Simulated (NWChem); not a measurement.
All runs are NWChem calculations. System: phosphine (H3P), charge 0, spin multiplicity 1, at a geometry optimised with PBE0/def2-SVP. Level: G0W0@PBE0/def2-QZVP, RI basis def2-qzvp-rifit.

The NWChem input:

```
start mol
memory heap 200 mb stack 700 mb global 1700 mb
geometry units angstroms nocenter noautoz
  P     -0.130235    -0.003352     0.000000
  H      0.666565    -0.580989     1.035668
  H      0.666565    -0.580989    -1.035668
  H      0.620396     1.212263     0.000000
  symmetry group Cs
end
basis spherical
  * library def2-qzvp
end
basis "ri basis" bse spherical
  * library def2-qzvp-rifit
end
dft
  xc pbe0
  iterations 100
  direct
  tolerances tight
end
task dft energy
gw
  method cdgw
  states alpha occ 4 vir 2
end
task dft gw
```

NWChem printed:

```
             Northwest Computational Chemistry Package (NWChem) 7.3.0
             --------------------------------------------------------

                                NWChem Input Module
                                -------------------

 Scaling coordinates for geometry "geometry" by  1.889725989
 (inverse scale =  0.529177249)

 Turning off AUTOSYM since
 SYMMETRY directive was detected!

                             Geometry "geometry" -> ""
                             -------------------------

 Output coordinates in angstroms (scale by  1.889725989 to convert to a.u.)

  No.       Tag          Charge          X              Y              Z
 ---- ---------------- ---------- -------------- -------------- --------------
    1 P                   15.0000    -0.13023500    -0.00335200     0.00000000
    2 H                    1.0000     0.66656500    -0.58098900     1.03566800
    3 H                    1.0000     0.66656500    -0.58098900    -1.03566800
    4 H                    1.0000     0.62039600     1.21226300     0.00000000

 Effective nuclear repulsion energy (a.u.)      17.4340881334

            Nuclear Dipole moment (a.u.)
            ----------------------------
        X                 Y               Z
 ---------------- ---------------- ----------------
     0.0000018897     0.0000094486     0.0000000000

      Symmetry information
      --------------------

 Group name             Cs
 Group number              2
 Group order               2
 No. of unique centers     3

      Symmetry unique atoms

     1    2    4


 Summary of "ao basis" -> "" (spherical)
 ------------------------------------------------------------------------------
       Tag                 Description            Shells   Functions and Types
 ---------------- ------------------------------  ------  ---------------------
 *                         def2-qzvp                  on all atoms

 new library libraries.bse/

 Summary of "ri basis" -> "" (spherical)
 ------------------------------------------------------------------------------
       Tag                 Description            Shells   Functions and Types
 ---------------- ------------------------------  ------  ---------------------
 *                      def2-qzvp-rifit               on all atoms

                                 NWChem DFT Module
                                 -----------------

 Summary of "ao basis" -> "ao basis" (spherical)
 ------------------------------------------------------------------------------
       Tag                 Description            Shells   Functions and Types
 ---------------- ------------------------------  ------  ---------------------
 P                         def2-qzvp                22       70   9s6p4d2f1g
 H                         def2-qzvp                10       30   4s3p2d1f

 Summary of "ao basis" -> "ao basis" (spherical)
 ------------------------------------------------------------------------------
       Tag                 Description            Shells   Functions and Types
 ---------------- ------------------------------  ------  ---------------------
 P                         def2-qzvp                22       70   9s6p4d2f1g
 H                         def2-qzvp                10       30   4s3p2d1f

      Symmetry analysis of basis
      --------------------------

        a'         96
        a"         64

            General Information
            -------------------
          SCF calculation type: DFT
          Wavefunction type:  closed shell.
          No. of atoms     :     4
          No. of electrons :    18
           Alpha electrons :     9
            Beta electrons :     9
          Charge           :     0
          Spin multiplicity:     1
          Use of symmetry is: on ; symmetry adaption is: on
          Maximum number of iterations: 100
          This is a Direct SCF calculation.
          AO basis - number of functions:   160
                     number of shells:    52
          Convergence on energy requested:  1.00D-06
          Convergence on density requested:  1.00D-05
          Convergence on gradient requested:  5.00D-04

              XC Information
              --------------
                         PBE0 Method XC Functional
                     Hartree-Fock (Exact) Exchange  0.250
          PerdewBurkeErnzerhof Exchange Functional  0.750
            Perdew 1991 LDA Correlation Functional  1.000 local
           PerdewBurkeErnz. Correlation Functional  1.000 non-local

             Grid Information
             ----------------
          Grid used for XC integration:  medium
          Radial quadrature: Mura-Knowles
          Angular quadrature: Lebedev.
          Tag              B.-S. Rad. Rad. Pts. Rad. Cut. Ang. Pts.
          ---              ---------- --------- --------- ---------
          P                   1.00       88           8.0       590
          H                   0.35       45           8.0       434
          Grid pruning is: on
          Number of quadrature shells:   178
          Spatial weights used:  Erf1

          Convergence Information
          -----------------------
          Convergence aids based upon iterative change in
          total energy or number of iterations.
          Levelshifting, if invoked, occurs when the
          HOMO/LUMO gap drops below (HL_TOL):  1.00D-02
          DIIS, if invoked, will attempt to extrapolate
          using up to (NFOCK): 10 stored Fock matrices.

                    Damping( 0%)  Levelshifting(0.5)       DIIS
                  --------------- ------------------- ---------------
[...]
          Density screening/tol_rho:  1.00D-10
          AO Gaussian exp screening on grid/accAOfunc:  14
          CD Gaussian exp screening on grid/accCDfunc:  20
          XC Gaussian exp screening on grid/accXCfunc:  20
          Schwarz screening/accCoul:  1.00D-08

      Superposition of Atomic Density Guess
      -------------------------------------

 Sum of atomic energies:        -342.16010998

      Non-variational initial energy
      ------------------------------

 Total energy =    -342.352745
 1-e energy   =    -507.141867
 2-e energy   =     147.355034
 HOMO         =      -0.317688
 LUMO         =       0.069219

      Symmetry analysis of molecular orbitals - initial
      -------------------------------------------------

  Numbering of irreducible representations:

     1 a'          2 a"

  Orbital symmetries:

     1 a'          2 a'          3 a'          4 a"          5 a'
     6 a'          7 a'          8 a"          9 a'         10 a'
    11 a"         12 a'         13 a'         14 a"         15 a'
    16 a'         17 a'         18 a"         19 a"

   convergence    iter        energy       DeltaE   RMS-Dens  Diis-err    time
 ---------------- ----- ----------------- --------- --------- ---------  ------
 d= 0,ls=0.0,diis     1   -343.0145964813 -3.60D+02  1.35D-03  1.02D+00     6.2
 d= 0,ls=0.0,diis     2   -343.0267803464 -1.22D-02  4.37D-04  7.85D-03    10.9
 d= 0,ls=0.0,diis     3   -343.0274786060 -6.98D-04  1.41D-04  3.29D-03    15.5
 d= 0,ls=0.0,diis     4   -343.0278917664 -4.13D-04  1.74D-05  1.03D-05    19.5
 d= 0,ls=0.0,diis     5   -343.0278928312 -1.06D-06  6.85D-06  2.37D-06    23.7
 d= 0,ls=0.0,diis     6   -343.0278931571 -3.26D-07  1.15D-06  1.72D-07    27.4

         Total DFT energy =     -343.027893157097
      One electron energy =     -508.435508563338
           Coulomb energy =      172.153415046027
    Exchange-Corr. energy =      -24.179887773170
 Nuclear repulsion energy =       17.434088133384

 Numeric. integr. density =       18.000000155580

     Total iterative time =     26.3s

                  Occupations of the irreducible representations
                  ----------------------------------------------

                     irrep           alpha         beta
                     --------     --------     --------
                     a'                7.0          7.0
                     a"                2.0          2.0

                       DFT Final Molecular Orbital Analysis
                       ------------------------------------

 Vector    7  Occ=2.000000D+00  E=-3.945751D-01  Symmetry=a'
              MO Center=  3.3D-01,  3.5D-01, -4.2D-17, r^2= 1.8D+00
   Bfn.  Coefficient  Atom+Function         Bfn.  Coefficient  Atom+Function
  ----- ------------  ---------------      ----- ------------  ---------------
    23      0.262514  1 P  py                20      0.251661  1 P  py
   133      0.207919  4 H  s                 11     -0.179928  1 P  py
   132      0.177571  4 H  s                 73     -0.103962  2 H  s
   103     -0.103962  3 H  s                131      0.090143  4 H  s
    72     -0.088786  2 H  s                102     -0.088786  3 H  s

 Vector    8  Occ=2.000000D+00  E=-3.945735D-01  Symmetry=a"
              MO Center=  3.5D-01, -3.4D-01, -1.7D-15, r^2= 1.8D+00
   Bfn.  Coefficient  Atom+Function         Bfn.  Coefficient  Atom+Function
  ----- ------------  ---------------      ----- ------------  ---------------
    24      0.262603  1 P  pz                21      0.251744  1 P  pz
    12     -0.179988  1 P  pz                73      0.180063  2 H  s
   103     -0.180063  3 H  s                 72      0.153782  2 H  s
   102     -0.153782  3 H  s                 71      0.078067  2 H  s
   101     -0.078067  3 H  s                 74      0.075253  2 H  s

 Vector    9  Occ=2.000000D+00  E=-2.904017D-01  Symmetry=a'
              MO Center= -3.3D-01, -8.4D-03, -4.7D-15, r^2= 1.9D+00
   Bfn.  Coefficient  Atom+Function         Bfn.  Coefficient  Atom+Function
  ----- ------------  ---------------      ----- ------------  ---------------
     8      0.346797  1 P  s                 22     -0.335524  1 P  px
    19     -0.284686  1 P  px                 9      0.250061  1 P  s
    10      0.203361  1 P  px                25     -0.177088  1 P  px
     6     -0.118007  1 P  s                  7      0.109370  1 P  s
    73     -0.105959  2 H  s                103     -0.105959  3 H  s

 Vector   10  Occ=0.000000D+00  E= 2.180827D-02  Symmetry=a'
              MO Center=  4.3D-01,  1.1D-02, -6.8D-13, r^2= 6.9D+00
   Bfn.  Coefficient  Atom+Function         Bfn.  Coefficient  Atom+Function
  ----- ------------  ---------------      ----- ------------  ---------------
     9      2.484707  1 P  s                 74     -1.250120  2 H  s
   104     -1.250120  3 H  s                134     -1.251055  4 H  s
    25      1.023352  1 P  px                 7      0.342839  1 P  s
     8     -0.219637  1 P  s                  6     -0.170340  1 P  s
    22      0.131266  1 P  px                19      0.087230  1 P  px

 Vector   11  Occ=0.000000D+00  E= 2.229859D-02  Symmetry=a"
              MO Center= -6.0D-02,  8.7D-03,  6.2D-13, r^2= 3.9D+00
   Bfn.  Coefficient  Atom+Function         Bfn.  Coefficient  Atom+Function
  ----- ------------  ---------------      ----- ------------  ---------------
    27      1.182380  1 P  pz                74     -1.105551  2 H  s
   104      1.105551  3 H  s                 24      0.251726  1 P  pz
    21      0.205919  1 P  pz                73     -0.180295  2 H  s
   103      0.180295  3 H  s                 12     -0.132713  1 P  pz
    72     -0.107765  2 H  s                102      0.107765  3 H  s

 Vector   12  Occ=0.000000D+00  E= 2.229953D-02  Symmetry=a'
              MO Center= -6.0D-02, -1.2D-02,  7.0D-14, r^2= 3.9D+00
   Bfn.  Coefficient  Atom+Function         Bfn.  Coefficient  Atom+Function
  ----- ------------  ---------------      ----- ------------  ---------------
   134     -1.275976  4 H  s                 26      1.181987  1 P  py
    74      0.638913  2 H  s                104      0.638913  3 H  s
    23      0.251625  1 P  py               133     -0.208182  4 H  s
    20      0.205850  1 P  py                11     -0.132668  1 P  py
   132     -0.124419  4 H  s                 73      0.104068  2 H  s

 center of mass
 --------------
 x =  -0.11478547 y =  -0.00295408 z =   0.00000000

 moments of inertia (a.u.)
 ------------------
          15.440310016461           0.044042159728           0.000000000000
           0.044042159728          13.732143513440           0.000000000000
           0.000000000000           0.000000000000          13.731151940919

     Multipole analysis of the density
     ---------------------------------

     L   x y z        total         alpha         beta         nuclear
     -   - - -        -----         -----         ----         -------
     0   0 0 0     -0.000000     -9.000000     -9.000000     18.000000

     1   1 0 0      0.251103      0.125551      0.125551      0.000002
     1   0 1 0      0.006467      0.003229      0.003229      0.000009
     1   0 0 1      0.000000      0.000000      0.000000      0.000000

     2   2 0 0    -12.567930     -9.012127     -9.012127      5.456323
     2   1 1 0     -0.041489      0.007650      0.007650     -0.056789
     2   1 0 1      0.000000      0.000000      0.000000      0.000000
     2   0 2 0    -10.957596     -9.308490     -9.308490      7.659385
     2   0 1 1     -0.000000     -0.000000     -0.000000      0.000000
     2   0 0 2    -10.956555     -9.308630     -9.308630      7.660706

 Task  times  cpu:       27.5s     wall:       27.5s

                                NWChem Input Module
                                -------------------

                                 NWChem GW Module
                                 ----------------

                             ***********************
                             ***        GW       ***
                             ***********************

 Summary of "ri basis" -> "ri basis" (spherical)
 ------------------------------------------------------------------------------
       Tag                 Description            Shells   Functions and Types
 ---------------- ------------------------------  ------  ---------------------
 P                      def2-qzvp-rifit             41      167   12s10p9d6f3g1h
 H                      def2-qzvp-rifit             16       56   6s4p3d2f1g

                 Memory Information
                 ------------------
          Available GA per process is          1699.8 MBs
          Available stack per process is        700.0 MBs
          Available heap per process is           0.0 MBs

          Peak memory in Initialization
              Peak GA per process is                  5.7 MBs
              Peak stack per process is               0.4 MBs
              Peak heap per process is                6.0 MBs
              Memory not in MA per process            0.0 MBs

          Peak memory in CDGW Calculation
              Peak GA per process is                  7.4 MBs
              Peak stack per process is               1.7 MBs
              Peak heap per process is                2.6 MBs
              Memory not in MA per process            0.0 MBs

          Computing 2-center integrals
          Computing Inverse Cholesky factor
          Computing 3-center integrals
          Computing Vxc

          Computing Sigma_x
          Computing W(iw) on the imaginary grid
          Solving quasiparticle equations

                  Alpha Orbitals
          State     Energy (eV)     Error (eV)
          -----------------------------------
@GW         6        -19.323           0.004
@GW         7        -13.550           0.002
@GW         8        -13.550           0.002
@GW         9        -10.514           0.002
@GW        10          2.077           0.004
@GW        11          2.585           0.004

     GW Timing Statistics
   ------------------------
   Init.   :          0.1s
     ERIs  :          1.8s
     Distr.:          0.0s
     Vxc   :          3.9s
   Vmo     :          0.0s
   iW      :          2.2s
   I_n     :          0.0s
   R_n     :          0.2s
   GW total:          8.2s

 Task  times  cpu:        8.2s     wall:        8.2s

 Total times  cpu:       35.7s     wall:       35.7s
```
